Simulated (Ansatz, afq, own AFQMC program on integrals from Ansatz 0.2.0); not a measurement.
Two steps: Ansatz 0.2.0 writes the Fock matrix and Cholesky factors of the valence space, and afq projects on them the lowest state that overlaps trial and start.

```yaml
crystal:
  periodic: [false, false, false]
  atoms:
    - {symbol: C, position_ang: [-0.007272, -0.000001, 1.189056]}
    - {symbol: S, position_ang: [-0.000232, 0.000000, -0.592809]}
    - {symbol: H, position_ang: [1.043518, 0.000004, 1.502027]}
    - {symbol: H, position_ang: [-0.474742, 0.898302, 1.593877]}
    - {symbol: H, position_ang: [-0.474733, -0.898309, 1.593876]}
basis:
  gaussian: {orbitals: cc-pVDZ}
magnetization: {spin_polarized: true, initial_magnetization: 1}
correlation: {method: ccsd_t, electrons: outside_noble_gas, hamiltonian_folder: ham}
```

```sh
$ ansatz run in.yaml --threads 1 --pin off --events-out ev --progress --plain --max-ram 1382MiB
```

afq runs on the folder ham with

```
--method free --trial cisd --walkers 60 --time-step 0.03 --max-blocks 80 --target-error 0.00043 --factor-cut 1e-05 --seed 6327 --times 0,0.21,0.42,0.81,1.2,1.8,2.4,3 --taylor-order 8
```

Times are imaginary, in 1/Eh. The walk had a cap of 1976 s.

Log:

```
orbitals 41  electrons 7 6  factors 326 of 452
reference energy -437.12319731 Eh
CCSD correlation -0.28838748 Eh in 10 cycles, weight of the determinant in the CISD state 0.8838
repeat  energy at the last time / Eh  error
    10  -437.419588  0.001712
    20  -437.418886  0.000999
    30  -437.418829  0.000843
    40  -437.418643  0.000772
    50  -437.418824  0.000684
    60  -437.419587  0.000757
    70  -437.419543  0.000677
    80  -437.419436  0.000634
time / (1/Eh)  energy / Eh  error  mean overlap
  0.00  -437.412019  0.000230  1.1323
  0.21  -437.416072  0.000250  1.1324
  0.42  -437.417687  0.000247  1.1290
  0.81  -437.418985  0.000308  1.1236
  1.20  -437.419113  0.000352  1.1379
  1.80  -437.420627  0.000494  1.1067
  2.40  -437.419580  0.000386  1.1352
  3.00  -437.419436  0.000634  1.1473
energy -437.419436 +/- 0.000634 Eh
```

The run passed its tests (error under three times the target), which doesn't prove that it has relaxed.

Against this walk (error 17.2 meV) on the same determinant: CCSD(T) 19.8 meV higher (within the noise), CCSDT(Q) 11.2 meV lower (within the noise). The error is statistical, and a free projection of finite length keeps a remainder of its start.

Cautions: remainder of the start not in the error; error above the target (17.2 against 11.7 meV).

The walk took 14 min on 1 thread of Arm Neoverse N1 (shared host). The log's last line is the free-projection energy.

CCSDT and higher add their correlation energy to the determinant of the CCSD(T) run, since their own runs factorise the integrals more tightly (a shift of under 2 meV). A walk keeps the symmetry of its determinant, which the program's search chose and which needn't be the lowest solution, so a lower state of the same spin and another symmetry isn't excluded.
